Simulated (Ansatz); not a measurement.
**C2F3 (trifluorovinyl radical) at UHF/aug-cc-pVDZ**

Aim: the vertical electron affinity of C2F3 (trifluorovinyl radical) at UHF/aug-cc-pVDZ, from 2 runs. 

Program for the calculation: Ansatz 0.2.0.

45 further runs of the same task are left out: 3 that didn't finish, 42 set aside as unsound or not needed.

## Step 1: Starting point

The species is C2F3 (5 atoms), meant as a doublet with charge 0. As SMILES, `F[C]=C(F)F`. The coordinates come from a PBE0-D4/def2-TZVP relaxation.

Bond lengths: F1–C2 1.297 Å, C2–C3 1.311 Å, C3–F4 1.317 Å, C3–F5 1.311 Å. Angles: F1–C2–C3 129.8°, C2–C3–F4 124.9°, C2–C3–F5 123.2°, F4–C3–F5 111.9°.

## Step 2: The energy at UHF/aug-cc-pVDZ

The input, job.yaml:

```yaml
crystal:
  periodic: [false, false, false]
  atoms:
    - {symbol: F, position_ang: [0.577720, -1.033470, 1.511080]}
    - {symbol: C, position_ang: [0.506940, 0.038840, 0.785720]}
    - {symbol: C, position_ang: [-0.126500, 0.247860, -0.343200]}
    - {symbol: F, position_ang: [-0.848620, -0.650470, -0.980670]}
    - {symbol: F, position_ang: [-0.109540, 1.397240, -0.972920]}
basis:
  gaussian: {orbitals: aug-cc-pVDZ}
magnetization: {spin_polarized: true, initial_magnetization: 1}
hamiltonian: {xc: hf}
accuracy: high
output: {orbitals: {seedname: orbitals}}
```

On the command line:

```sh
$ ansatz run job.yaml --threads 1 --pin off --max-ram 3480MiB --events-out events.jsonl --progress --plain --runs-dir runs
```

Output:

```text
Warning: RAYON_NUM_THREADS=1 ignored (pool sized by the plan → 1); use --threads N
Functional definition: HF
  name "HF"
  exchange = exact_x
  correlation = 0
2299 factors; integrals over basis functions are off by at most 2.3e-9 eV
mean field evaluation 1: about -10173.5367 eV, gradient 2.2e1 eV
mean field evaluation 2: about -10173.6290 eV, gradient 2.2e1 eV
mean field evaluation 4: about -10175.9745 eV, gradient 3.4e0 eV
mean field evaluation 8: about -10176.1311 eV, gradient 7.6e-1 eV
mean field evaluation 16: about -10176.2174 eV, gradient 3.0e-5 eV
mean field -10176.21741453 eV, -373.9690922960 hartree, gradient 1.9e-8 eV, S^2 0.937219; 0 other end points of the search recorded, 0 dependent functions left out
reference -10176.21741453 eV, -373.9690922960 hartree; 20, 19 occupied and 95, 96 virtual orbitals, 2299 factors
Total energy: -10176.21741453 eV, -373.9690922960 hartree
```

Run time: 11 s. Hardware: 1 thread of Arm Neoverse N1, shared host; peak memory 0.42 GiB.

## Step 3: The singlet anion

Changes to job.yaml since step 2:

```diff
@@ -9,5 +9,10 @@
 basis:
-  gaussian: {orbitals: aug-cc-pVDZ}
-magnetization: {spin_polarized: true, initial_magnetization: 1}
-hamiltonian: {xc: hf}
+  gaussian:
+    orbitals: aug-cc-pVDZ
+total_charge: -1
+magnetization:
+  spin_polarized: false
+  initial_magnetization: 0
+hamiltonian:
+  xc: hf
 accuracy: high
```

On the command line:

```sh
$ ansatz run job.yaml --threads 1 --pin off --max-ram 3480MiB --events-out events.jsonl --progress --plain --runs-dir runs
```

Output:

```text
Warning: RAYON_NUM_THREADS=1 ignored (pool sized by the plan → 1); use --threads N
[... 4 set-up lines as earlier in the session ...]
2298 factors; integrals over basis functions are off by at most 2.3e-9 eV
mean field evaluation 1: about -10172.7721 eV, gradient 3.3e1 eV
mean field evaluation 2: about -10173.3482 eV, gradient 3.4e1 eV
mean field evaluation 4: about -10176.3335 eV, gradient 3.4e0 eV
mean field evaluation 8: about -10176.4221 eV, gradient 5.3e-1 eV
mean field evaluation 16: about -10176.4245 eV, gradient 8.6e-7 eV
mean field -10176.42451065 eV, -373.9767029382 hartree, gradient 3.1e-8 eV, S^2 0.000000; 0 other end points of the search recorded, 0 dependent functions left out
reference -10176.42451065 eV, -373.9767029382 hartree; 20, 20 occupied and 95, 95 virtual orbitals, 2298 factors
Total energy: -10176.42451065 eV, -373.9767029382 hartree
```

It took 8.1 s on 1 thread of Arm Neoverse N1, shared host; peak memory 0.35 GiB.

## Step 4: Outcome

Level: UHF/aug-cc-pVDZ.

```
                                                            quantity          value
                                          doublet C2F3: total energy  -373.96909 Eh
                    doublet C2F3: HOMO energy (highest over α and β)      -11.12 eV
                     doublet C2F3: LUMO energy (lowest over α and β)        0.93 eV
                                                  doublet C2F3: ⟨S²⟩          0.937
                                         singlet anion: total energy  -373.97670 Eh
                                          singlet anion: HOMO energy       -2.46 eV
                                          singlet anion: LUMO energy        5.37 eV
singlet anion: HOMO–LUMO gap (to an unbound level, set by the basis)        7.83 eV
                   vertical electron affinity (to the singlet anion)       0.207 eV
```

**Reading.** At fixed nuclei the extra electron is bound by 0.21 eV (4.8 kcal/mol). ⟨S²⟩ (doublet C2F3) is 0.94 where a pure doublet has 0.75: the reference is spin-contaminated.
